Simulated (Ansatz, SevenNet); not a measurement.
For rock-salt HfC, the machine-learned potential SevenNet-l3i5 (trained on PBE and PBE+U data) gives:

```
Property                                Result
------------------------------  --------------
equilibrium lattice constant a         4.650 Å
bulk modulus                           241 GPa
elastic constant C11                   498 GPa
elastic constant C44                   160 GPa
Voigt–Reuss–Hill shear modulus         173 GPa
enthalpy of formation           -0.940 eV/atom
```

Q: What does HSE06 (plane waves, PAW; Ansatz, a quantum-chemistry and plane-wave program) give for the same quantities?

A: 
- lattice constant a: 4.642 Å (falls by 0.2 %)
- bulk modulus: 247 GPa (grows by 2.5 %)
- elastic constant C11: 533 GPa (rises by 7.0 %)
- elastic constant C44: 197 GPa (increases by 23 %)
- Voigt–Reuss–Hill shear modulus: 204 GPa (goes up by 18 %)
- formation enthalpy: -1.029 eV/atom (moves by -0.089 eV/atom)

For comparison: lattice constant a 4.638 Å (measured, temperature not stated, not corrected to a static lattice; as tabulated in Zhang et al. (2018), doi:10.1088/1367-2630/aac7f0); bulk modulus 242 GPa (measured, room temperature, no zero-point or thermal correction, our sources range from 242 to 286; as tabulated in Synthesis of Binary Transition Metal Nitrides, Carbides and Borides from the …); elastic constant C11 500 GPa (measured, temperature not stated, no zero-point or thermal correction; as tabulated in Wu et al. (2005), arXiv:cond-mat/0412374); elastic constant C44 180 GPa (measured, temperature not stated, no zero-point or thermal correction; as tabulated in Wu et al. (2005), arXiv:cond-mat/0412374); formation enthalpy -1.171 ± 0.03 eV/atom (measured, 298 K, copied from a table, unchecked, no zero-point or thermal correction; as tabulated in Wang et al. (2021), doi:10.1038/s41598-021-94550-5).

Changes are worked out from the printed values.

Unless a cell is named, each level is at its own relaxed cell (SevenNet-l3i5 12.57, HSE06 12.50 Å³/atom).

Levels without +SOC leave out spin–orbit coupling, which shifts energies and cells of such heavy elements.

Caveats: exact exchange on metals is sensitive to the k mesh and can open a false gap (HSE06); hybrids on metals are sensitive to the k mesh (HSE06); the run warned that the count of filled bands differs between k points (HSE06). Ansatz's density-functional and Hartree–Fock values are scalar-relativistic unless marked +SOC, with PAW data made under PBE.
